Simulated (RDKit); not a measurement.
Job for RDKit: UFF on H2O (SMILES O).

```python
from rdkit import Chem
from rdkit.Chem import AllChem, rdDetermineBonds

blocks = [
'''3

O     1.85803137    0.51852113   -0.25348871
H     1.04051437    0.02224913   -0.42664171
H     2.43993337    0.26002313   -0.96923471
''',
]
mol = None
for b in blocks:
    f = Chem.MolFromXYZBlock(b)
    rdDetermineBonds.DetermineBonds(f, charge=0)
    mol = f if mol is None else Chem.CombineMols(mol, f)
Chem.SanitizeMol(mol)
print(Chem.MolToSmiles(Chem.RemoveHs(mol)))
ff = AllChem.UFFGetMoleculeForceField(mol, vdwThresh=100.0, ignoreInterfragInteractions=False)
e = ff.CalcEnergy()
print(f'UFF energy {e:.6f} kcal/mol')
```

Output:

```
O
UFF energy 0.778961 kcal/mol
```

The run finished.

Cost: about 0.03 core-seconds (a rough figure).
